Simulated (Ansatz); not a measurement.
Level of theory: frozen-core CCSD(T)/cc-pVTZ // PBE0-D4/def2-TZVP (Ansatz, a first-principles code).

Ansatz 0.2 input:
```yaml
crystal:
  periodic: [false, false, false]
  atoms:
    - { symbol: C, position_ang: [-1.398952, 0.033497, -0.18347] }
    - { symbol: C, position_ang: [-0.140568, -0.089655, 0.589933] }
    - { symbol: C, position_ang: [1.114551, 0.038861, -0.282364] }
    - { symbol: H, position_ang: [-1.822664, 1.005673, -0.404936] }
    - { symbol: H, position_ang: [-1.835625, -0.826638, -0.676545] }
    - { symbol: H, position_ang: [-0.111231, -1.05647, 1.103851] }
    - { symbol: H, position_ang: [-0.104366, 0.679591, 1.36892] }
    - { symbol: H, position_ang: [2.02038, -0.056404, 0.322303] }
    - { symbol: H, position_ang: [1.136202, -0.736326, -1.051747] }
    - { symbol: H, position_ang: [1.142274, 1.007872, -0.785945] }
basis:
  gaussian: { orbitals: cc-pVTZ }
correlation:
  method: ccsd_t
magnetization:
  spin_polarized: true
  initial_magnetization: 1
```

Output:

```
Functional definition: HF
1041 factors; integrals over basis functions are off by at most 9.8e-4 eV
mean field evaluation 1: about -3199.5414 eV, gradient 2.0e1 eV
mean field evaluation 2: about -3199.5404 eV, gradient 2.0e1 eV
mean field evaluation 4: about -3202.0381 eV, gradient 2.5e0 eV
mean field evaluation 8: about -3202.1000 eV, gradient 1.3e-1 eV
mean field evaluation 16: about -3202.0974 eV, gradient 6.3e-1 eV
mean field -3202.10036329 eV, -117.6750178894 hartree, gradient 1.9e-6 eV, S^2 0.763170; 0 other end points of the search recorded, 0 dependent functions left out
3 core orbitals not correlated
reference -3202.10036329 eV, -117.6750178894 hartree; 10, 9 occupied and 175, 176 virtual orbitals, 1041 factors
second order -13.72545652 eV of doubles, -0.00000000 eV of singles
cycle   1  -14.47004367 eV  change   -7.4e-1 eV  update   6.9e-2
cycle   2  -14.82461251 eV  change   -3.5e-1 eV  update   2.1e-2
cycle   3  -14.87500158 eV  change   -5.0e-2 eV  update   9.0e-3
cycle   4  -14.87393492 eV  change    1.1e-3 eV  update   3.2e-3
cycle   5  -14.87434738 eV  change   -4.1e-4 eV  update   1.4e-3
cycle   6  -14.87437296 eV  change   -2.6e-5 eV  update   4.5e-4
cycle   7  -14.87439556 eV  change   -2.3e-5 eV  update   1.5e-4
cycle   8  -14.87440598 eV  change   -1.0e-5 eV  update   5.2e-5
cycle   9  -14.87439419 eV  change    1.2e-5 eV  update   1.8e-5
perturbative correction -0.53230084 eV, -0.0195616951 hartree
Total energy: -3217.50705833 eV, -118.2412034889 hartree
```

Cost: very roughly 2.5 core-minutes.
